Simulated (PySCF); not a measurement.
Input for PySCF: D3(BJ) and D4 dispersion corrections on NH3 (SMILES N).

```python
from pyscf import gto
from pyscf.dispersion import dftd3, dftd4

mol = gto.M(
    atom='''
    N     0.18039300   -2.94912310    0.00000000
    H     0.75954950   -3.14594770   -0.80607290
    H     0.75954950   -3.14594770    0.80607290
    H     0.04441670   -1.94493990    0.00000000
    ''',
    basis='def2-svp',
    charge=0, spin=0, verbose=0, max_memory=1800)
d3, d4 = {}, {}
for xc in ['hf', 'pbe', 'blyp', 'revpbe', 'tpss', 'r2scan', 'b3lyp', 'pbe0', 'bhlyp', 'camb3lyp', 'b2plyp']:
    d3[xc] = float(dftd3.DFTD3Dispersion(mol, xc=xc, version='d3bj', atm=False).get_dispersion()['energy'])
    print(f'D3(BJ) {xc:10s} {d3[xc]:14.8f} Eh')
for xc in ['hf', 'pbe', 'blyp', 'revpbe', 'tpss', 'r2scan', 'b3lyp', 'pbe0', 'bhlyp', 'camb3lyp', 'b2plyp']:
    d4[xc] = float(dftd4.DFTD4Dispersion(mol, xc={'camb3lyp': 'cam-b3lyp'}.get(xc, xc), atm=True).get_dispersion()['energy'])
    print(f'D4     {xc:10s} {d4[xc]:14.8f} Eh')
```

Program output:

```
D3(BJ) hf            -0.00936882 Eh
D3(BJ) pbe           -0.00076315 Eh
D3(BJ) blyp          -0.00152819 Eh
D3(BJ) revpbe        -0.00224995 Eh
D3(BJ) tpss          -0.00089357 Eh
D3(BJ) r2scan        -0.00018050 Eh
D3(BJ) b3lyp         -0.00121966 Eh
D3(BJ) pbe0          -0.00058870 Eh
D3(BJ) bhlyp         -0.00087119 Eh
D3(BJ) camb3lyp      -0.00045237 Eh
D3(BJ) b2plyp        -0.00049879 Eh
D4     hf            -0.00208887 Eh
D4     pbe           -0.00041919 Eh
D4     blyp          -0.00101133 Eh
D4     revpbe        -0.00200613 Eh
D4     tpss          -0.00057192 Eh
D4     r2scan        -0.00009995 Eh
D4     b3lyp         -0.00066539 Eh
D4     pbe0          -0.00033583 Eh
D4     bhlyp         -0.00039417 Eh
D4     camb3lyp      -0.00032142 Eh
D4     b2plyp        -0.00028659 Eh
```

The run finished.

Cost: about 0.06 core-seconds (a rough figure).
